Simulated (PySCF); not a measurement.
# Gas-phase XPS of `[H]/N=C\C=C`, computed

Compound: C₃H₅N.
Structure used (PBE0-D3(BJ)/def2-SVP), in Å, numbered top down from 1:
```
atom  x, y, z in Å
C1    -1.489   -0.130    0.167
C2    -0.257    0.378    0.048
C3     0.936   -0.453   -0.131
N4     2.138   -0.055   -0.253
H5    -2.365    0.508    0.300
H6    -1.658   -1.211    0.134
H7    -0.100    1.464    0.082
H8     0.754   -1.542   -0.162
H9     2.173    0.971   -0.209
```

Method: delta-SCF UKS SCAN, pcX-2 on the ionised atom, pcseg-1 elsewhere, spin-free X2C (PySCF). These are vertical core ionisation energies against the vacuum level, from separate self-consistent calculations with and without the core hole.

Question: Give the core binding energies atom by atom.

Answer: 
```tsv
atom(s)	environment	level	binding energy (eV)	above the level's lowest (eV)	count
C1	terminal =CH2 carbon	C 1s	290.87	0.00	1
C2	alkene CH carbon	C 1s	291.21	+0.34	1
C3	imine carbon	C 1s	292.12	+1.25	1
N4	imine nitrogen	N 1s	404.41	0.00	1
```

The listed C 1s values span 1.25 eV, from C1 (bonded to C (double bond) and 2 H) to C3 (bonded to N (double bond), C and H). Summing the Pauling electronegativity differences to the bonded atoms, each weighted by its formal bond order, gives -0.70 for the lowest site and +0.63 for the highest; no listed site has a larger sum than the highest.

Question: Give the binding energy of C 1s of C2 in hartree and in kJ/mol.

Answer: 291.21 eV = 10.7018 Eh = 28097 kJ/mol.

Spin contamination (⟨S²⟩ against 0.75 for a pure doublet) is marked for C 1s of C2 (0.85) and C 1s of C3 (0.93), which makes these values less certain. Geometry: PBE0-D3(BJ)/def2-SVP, one conformer, isolated molecule.
